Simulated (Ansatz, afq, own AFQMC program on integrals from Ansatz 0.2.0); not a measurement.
# Where AFQMC and coupled cluster stand for SiNH5, singlet

```json
{"atom": "N", "x (Å)": "-1.8491", "y (Å)": "0.0253", "z (Å)": "-0.0188"}
{"atom": "H", "x (Å)": "-2.1464", "y (Å)": "0.9931", "z (Å)": "-0.0188"}
{"atom": "H", "x (Å)": "-2.1464", "y (Å)": "-0.3770", "z (Å)": "0.8614"}
{"atom": "H", "x (Å)": "-0.6191", "y (Å)": "0.0253", "z (Å)": "-0.0188"}
{"atom": "Si", "x (Å)": "0.9839", "y (Å)": "0.0253", "z (Å)": "-0.0188"}
{"atom": "H", "x (Å)": "1.5961", "y (Å)": "-0.8490", "z (Å)": "1.0712"}
{"atom": "H", "x (Å)": "1.5961", "y (Å)": "-0.8490", "z (Å)": "-1.1088"}
```

Basis cc-pVDZ. Only valence electrons are correlated. Ansatz 0.2.0 and our own AFQMC program on the same integrals; the CISD trial comes from CCSD amplitudes, and released means the phaseless constraint is let go. Uncertainties: one standard error, sampling alone.

Determinant: RHF, the one that the program's search chose, which needn't be the lowest solution. The geometry is a point of a scan.

No full CI on the walks' own integrals is used here; CCSDT(Q) serves as the reference and is uncertain by about the last step of the cluster series.

Cautions: higher spins were not checked; restricted determinant unstable towards unrestricted (UHF 391 meV lower, ⟨S²⟩ 0.70); the ph-AFQMC/CISD walk drifts between its halves (2.3 errors); released walk and highest rung disagree (by 17 meV at 2.40 1/Eh).

* T1 diagnostic: 0.0174
* weight of the determinant in the CISD state: 0.840
* size of the correlated space: 14 electrons in 51 orbitals

Reference: CCSDT(Q), correlation energy -9.581 eV. The released energy is read at 2.40 1/Eh (meV from the phaseless value at times in 1/Eh: -9 ± 4 at 0.24, -18 ± 4 at 0.51, -20 ± 5 at 0.99, -25 ± 6 at 1.62, -18 ± 6 at 2.40).

```json
{"level": "HF", "E − E(reference) (meV)": "9581.2", "share of correlation (%)": "0.00"}
{"level": "MP2", "E − E(reference) (meV)": "1461.2", "share of correlation (%)": "84.75"}
{"level": "CCSD", "E − E(reference) (meV)": "351.5", "share of correlation (%)": "96.33"}
{"level": "CCSD(T)", "E − E(reference) (meV)": "65.5", "share of correlation (%)": "99.32"}
{"level": "CCSDT", "E − E(reference) (meV)": "26.7", "share of correlation (%)": "99.72"}
{"level": "ph-AFQMC/CISD", "E − E(reference) (meV)": "35.6 ± 4.2", "share of correlation (%)": "99.63"}
{"level": "released AFQMC", "E − E(reference) (meV)": "17.4 ± 6.1", "share of correlation (%)": "99.82"}
```

Released energies are given only where the last usable release times agree within the noise; a slower fall can still hide under it.
